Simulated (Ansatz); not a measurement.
Input file:

```yaml
crystal:
  periodic: [false, false, false]
  atoms:
    - {symbol: Ge, position_ang: [0.000037, -0.400092, 2.236409]}
    - {symbol: N, position_ang: [-0.000257, -0.268272, 0.566288]}
    - {symbol: Ge, position_ang: [0.000028, -0.454839, -1.244511]}
    - {symbol: H, position_ang: [0.000192, 1.123203, -1.558186]}
basis:
  gaussian: {orbitals: aug-cc-pVTZ}
magnetization: {spin_polarized: false, initial_magnetization: 2}
correlation: {method: fci, electrons: all, diis_vectors: 4}
accuracy: high
scf: {omitted_lower_state_checks: [cluster_reference]}
```

```sh
$ ansatz run in.yaml --threads 1 --pin off --events-out ev --progress --plain --max-ram 2393MiB
```

(1) What does the program do with this input?

## Answers

(1) Refused. The settings were drawn as a stress test.
```
Error: "diis_vectors" apply only to coupled cluster; leave them out
```
